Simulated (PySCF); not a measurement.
**Reproducing measurements on dimethylphosphine**

**Experimental background.**

NIST CCCBDB Release 22 (SRD 101), experimental dipoles lists, for the gas: dipole moment 1.23 D.

The results are set against them at the end.

Species: dimethylphosphine, C₂H₇P.
Numbering: `[CH3:1][PH:2][CH3:3]` (hydrogens: H4, H5, H6 on C1; H7 on P2; H8, H9, H10 on C3)

Structure used (PBE0-D3(BJ)/def2-SVP), in Å, numbered top down from 1:
```
atom  x, y, z in Å
C1     1.4423    0.2462   -0.1053
P2     0.2723   -0.3984    1.1807
C3    -1.3390    0.1679    0.4581
H4     2.4450   -0.1716    0.0691
H5     1.5175    1.3396   -0.0009
H6     1.1318    0.0113   -1.1350
H7     0.2127   -1.7447    0.7015
H8    -2.1704   -0.2871    1.0167
H9    -1.4490   -0.0790   -0.6088
H10   -1.4185    1.2594    0.5772
```

Runs made with PySCF (gas phase, on this PBE0-D3(BJ)/def2-SVP geometry; no spin–orbit coupling):

```
                             level                                                           job  basis functions  wall time
PBE0-D3(BJ)/def2-SVP, grid level 1  geometry optimisation from a GFN2-xTB start shaken at random               81      6.8 s
                    B3LYP/pcSseg-2                                                    shieldings              213       12 s
                    B97-D/pcSseg-2                                                    shieldings              213       17 s
                     BLYP/pcSseg-2                                                    shieldings              213       17 s
                     BP86/pcSseg-2                                                    shieldings              213       19 s
                       HF/pcSseg-2                                                    shieldings              213      6.7 s
                      KT2/pcSseg-2                                                    shieldings              213       18 s
                      KT3/pcSseg-2                                                    shieldings              213       18 s
                      LDA/pcSseg-2                                                    shieldings              213       15 s
                     OPBE/pcSseg-2                                                    shieldings              213       18 s
                     PBE0/pcSseg-2                                                    shieldings              213       12 s
                 mPW1PW91/pcSseg-2                                                    shieldings              213       12 s
```

Hardware: one thread of an AMD EPYC 7R13 (shared host).

## Comparison

**Dipole moment.** Measured: 1.23 D (NIST CCCBDB Release 22 (SRD 101), experimental dipoles).

```
               level  computed (D)  computed − measured (D)  % (from the printed values)
PBE0-D3(BJ)/def2-SVP          1.30                    +0.07                           +6
      B3LYP/pcSseg-2          1.24                    +0.01                           +1
      B97-D/pcSseg-2          1.28                    +0.05                           +4
       BLYP/pcSseg-2          1.22                    -0.01                           -1
       BP86/pcSseg-2          1.30                    +0.07                           +6
         HF/pcSseg-2          1.31                    +0.08                           +7
        KT2/pcSseg-2          1.27                    +0.04                           +3
        KT3/pcSseg-2          1.24                    +0.01                           +1
        LDA/pcSseg-2          1.35                    +0.12                          +10
       OPBE/pcSseg-2          1.38                    +0.15                          +12
       PBE0/pcSseg-2          1.33                    +0.10                           +8
   mPW1PW91/pcSseg-2          1.31                    +0.08                           +7
```

12 of the 13 levels run are shown, the closest and the furthest among them. The computed dipoles belong to one fixed geometry; measured ones are averaged over vibrations unless marked μe. Magnitudes are compared, not signs.

The geometry is computed, not the measured one. Where a level misses, the cause wasn't examined.
